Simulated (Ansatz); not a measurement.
One change: `N=C1CC1F` becomes `N=C1[C@@H](F)[C@@H]1F`.

Ansatz, PBE0-D4/def2-TZVP geometries, multiplicity 1. Each molecule was computed in one conformer, which needn't be the lowest.

```json
{"property": "HOMO energy (PBE0/def2-TZVPP) / eV", "`N=C1CC1F`": "-7.35"}
{"property": "HOMO energy (ωB97M-V/def2-TZVPP) / eV", "`N=C1CC1F`": "-9.67"}
{"property": "size of the dipole moment (B3LYP/def2-TZVPP) / D", "`N=C1CC1F`": "1.75"}
{"property": "size of the dipole moment (PBE/def2-TZVPP) / D", "`N=C1CC1F`": "1.65"}
{"property": "HOMO energy (B3LYP/def2-TZVPP) / eV", "`N=C1CC1F`": "-7.15"}
{"property": "HOMO–LUMO gap (PBE0/def2-TZVPP) / eV", "`N=C1CC1F`": "6.32"}
```

(1) What does the change do to each property? (Best estimate.)

## Answers

(1) The calculation gave: 
```json
{"property": "HOMO energy (PBE0/def2-TZVPP) / eV", "`N=C1[C@@H](F)[C@@H]1F`": "-7.77", "shift": "-0.42"}
{"property": "HOMO energy (ωB97M-V/def2-TZVPP) / eV", "`N=C1[C@@H](F)[C@@H]1F`": "-10.08", "shift": "-0.41"}
{"property": "size of the dipole moment (B3LYP/def2-TZVPP) / D", "`N=C1[C@@H](F)[C@@H]1F`": "1.40", "shift": "-0.35"}
{"property": "size of the dipole moment (PBE/def2-TZVPP) / D", "`N=C1[C@@H](F)[C@@H]1F`": "1.36", "shift": "-0.29"}
{"property": "HOMO energy (B3LYP/def2-TZVPP) / eV", "`N=C1[C@@H](F)[C@@H]1F`": "-7.56", "shift": "-0.41"}
{"property": "HOMO–LUMO gap (PBE0/def2-TZVPP) / eV", "`N=C1[C@@H](F)[C@@H]1F`": "5.97", "shift": "-0.35"}
```

With PBE0 the HOMO falls by 0.42 eV and the LUMO falls by 0.77 eV, so the gap narrows by about 0.35 eV. PBE moves the HOMO by -0.38 eV and ωB97M-V by -0.41 eV. Dipoles are sizes alone; their direction can turn.

B3LYP here is the variant with VWN-RPA as its local correlation; programs differ in this.
